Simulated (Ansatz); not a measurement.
```yaml
crystal:
  periodic: [false, false, false]
  atoms:
    - {symbol: Y, position_ang: [0.000000, 0.000000, 0.000000]}
    - {symbol: C, position_ang: [0.000000, 0.000000, 2.210000]}
basis:
  gaussian: {orbitals: def2-TZVP}
magnetization: {spin_polarized: true, initial_magnetization: 1}
hamiltonian: {xc: pbe0}
relax: {f_tol: 0.004, max_steps: 80}
```

```sh
$ ansatz run in.yaml --threads 1 --pin off --events-out ev --progress --plain --max-ram 2176MiB
```

Steps of the relaxation (energy above the last step; positions in Å, forces in eV/Å):

```
2
step 1, 227.8 meV
Y     0.000    0.000    0.000    0.000    0.000    2.118
C     0.000    0.000    2.210    0.000    0.000   -2.118
```

```
2
step 2, 48.8 meV
Y     0.000    0.000    0.125    0.000    0.000   -1.470
C     0.000    0.000    2.085    0.000    0.000    1.470
```

```
2
step 3, 0.0 meV
Y     0.000    0.000    0.091    0.000    0.000   -0.005
C     0.000    0.000    2.119    0.000    0.000    0.005
```

```
2
step 4, 0.0 meV
Y     0.000    0.000    0.090    0.000    0.000    0.000
C     0.000    0.000    2.120    0.000    0.000    0.000
```

Close pairs at the end: Y1–C2 2.029 Å.

A stationary point of unrestricted PBE0 after 4 steps, with ⟨S²⟩ = 1.739 against 0.75 for a pure state. 75 s on 1 thread of Intel Xeon Platinum 8375C, shared host.
